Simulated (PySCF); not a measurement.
Compound: glycidol, C₃H₆O₂.
Z-matrix (Å and degrees, PBE0-D3(BJ)/def2-SVP geometry), rows numbered from 1:
```
O 
C   1  1.3991
C   2  1.5017  1  111.20
C   3  1.4615  2  122.23  1  -137.33
O   4  1.4103  3   59.19  2   100.40
H   1  0.9648  2  106.65  3    55.72
H   2  1.1091  1  112.17  3  -121.98
H   2  1.1019  1  107.29  3   120.33
H   3  1.0998  2  115.29  1    64.44
H   4  1.0982  3  119.44  5  -104.20
H   4  1.0973  3  119.54  5   104.08
```

Method used: PySCF 2.14.0, delta-SCF UKS SCAN, pcX-2 on the ionised atom, pcseg-1 elsewhere, spin-free X2C. Every row has its own mixed basis.

| ionised atom | basis functions | E(ionised) (Eh) | binding energy (eV) |
| --- | --- | --- | --- |
| C2 | 131 | -257.58114 | 292.502 |
| C3 | 131 | -257.58638 | 292.396 |
| C4 | 131 | -257.58018 | 292.534 |
| O1 | 131 | -248.55229 | 538.877 |
| O5 | 131 | -248.55856 | 538.737 |

Problem. Fill in the total energy of each ground state.

Solution. With binding energy = E(ionised) − E(ground) and 27.2114 eV a hartree:

```
atom  binding energy (Eh)  E(ground) (Eh)
  C2              10.7492       -268.3304
  C3              10.7453       -268.3317
  C4              10.7504       -268.3306
  O1              19.8034       -268.3557
  O5              19.7982       -268.3568
```

Problem. How much do the ground-state energies differ, and what would follow from using one of them for all holes?

Solution. They run from -268.3568 Eh (core basis on O5) to -268.3304 Eh (on C2), 0.0264 Eh or 0.72 eV apart, for one and the same state in different bases and grids. Pairing the ion of C2 with the ground state of O5 would put its binding energy 0.72 eV too high.

The 3 C 1s values lie within 0.13 eV of each other; Gaussian lines of 0.5 eV full width would blend them into one maximum.

Only 1s holes are shown. One conformer (not necessarily the lowest) at the PBE0-D3(BJ)/def2-SVP geometry, without solvent, vibrations or thermal averaging.
